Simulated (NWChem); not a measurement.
Molecule: Na2; SMILES [Na][Na]

Program: NWChem. Pople sets run with spherical d functions. The geometry was optimised at PBE-D3(BJ)/def2-SVP. Static field.

For level B3LYP/6-31G*:

isotropic polarisability (bohr³): 233.1
anisotropy (bohr³): 140.8

Estimate the same quantities for level B3LYP/def2-SVP.


- isotropic polarisability (bohr³) = 209.2
- anisotropy (bohr³) = 169.5
